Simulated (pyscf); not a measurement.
HO–AsH–OH + H atom (H•) → water (H₂O) + HO–AsH• (substitution at O; doublet surface; As–O broken, H–O formed). Single points on ωB97X-D3(BJ)/def2-SVP structures (PySCF, gas phase). MP2 and CC: frozen core, UHF for open shells. ΔMP2 is the change of the MP2 total energy from the triple- to the quadruple-zeta basis. Rate constants from transition-state theory, CCSD(T)/def2-TZVPP + ΔMP2(QZVPP) energies (ideal gas, 1 atm, RRHO with modes under 100 cm⁻¹ raised to 100, one conformer, R ln 2 for chiral ones without a mode under 150 cm⁻¹; no tunnelling), k in cm³ molecule⁻¹ s⁻¹.

```tsv
T (K)	1000/T	log10 k
298	3.354	-21.22
600	1.667	-15.70
900	1.111	?
1200	0.833	-12.76
```

Q: Fit an Arrhenius line to the three values, give the activation energy, and predict k at 900 K.

A: Least squares gives log10 k = -10.03 − 3.34 × 1000/T, so Ea = 3.34 × ln 10 × 1.987 = 15.3 kcal/mol, against an electronic barrier of 13.8. At 900 K the line gives -13.74; the computed value is -13.78 (ΔG‡ = 33.5 kcal/mol), close to the line. On the product side the descent ends in a complex, 6.8 kcal/mol under the separated species and 53.7 kcal/mol under the saddle at ωB97X-D3(BJ)/def2-TZVP. One saddle was located; it need not be the lowest between these sides. The angle at the attacked O is 151°. The CCSD(T) − MP2 part came from Ansatz, without density fitting, on the same reference. The frozen core leaves the outer d or s,p core shells of the metals and heavy elements correlated in the MP2 and CC values, and def2-TZVPP describes them poorly, which can shift differences by a few kcal/mol. Elements up to Kr have no core potential and no relativistic terms here.
